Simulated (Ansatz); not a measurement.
# AlH₃, quintet: from triple and quadruple zeta to the limit

```csv
atom,x (Å),y (Å),z (Å)
Al,0.0000,0.0744,-0.0956
H,0.0000,-1.3724,-0.7540
H,0.4207,-0.3098,1.6570
H,-0.4207,-0.3098,1.6570
```

Ansatz 0.2.0, UHF determinant, valence electrons correlated. Energies in eV.

```
       set  X  functions  Hartree–Fock  MP2 correlation  CCSD(T) correlation                                                                                                 time
def2-TZVPP  3         84    -6620.8121          -1.5983              -2.1141    4.7 s on 1 × NVIDIA H100 80GB HBM3 with 1 thread of AMD EPYC 7R13 Processor (Zen 3) (shared host)
def2-QZVPP  4        160    -6621.0854          -1.7020              -2.2177  6 s on 1 × NVIDIA H100 80GB HBM3 with 1 thread of AMD EPYC 7R13 Processor (Zen 3), on a shared host
```

Hartree–Fock is taken to follow E(X) = E∞ + A·exp(−7.88·√X), correlation E(X) = E∞ + B·X^−2.97.

Cautions: another spin lies lower.

Problem. Work out the CCSD(T) energy at the limit, and how far the shortcut misses it that extrapolates MP2 and adds CCSD(T) minus MP2 from the smaller set.

Solution. Hartree–Fock: E∞ = E4 + 0.1377·(E4 − E3) = -6621.1231. Correlation: E∞ = E4 + 0.7407·(E4 − E3) = -2.2944 for CCSD(T) and -1.7788 for MP2. The limit is -6623.4175 eV, 0.114 eV below def2-QZVPP. The shortcut gives a correlation energy of -1.7788 + (-0.5158) = -2.2946, 0 meV lower than the direct value.

Past Ne part of the Hartree–Fock step between the two sets comes from the cores, which don't follow the formula, so the 38 meV that it adds to the total can overshoot; that part largely cancels in differences.
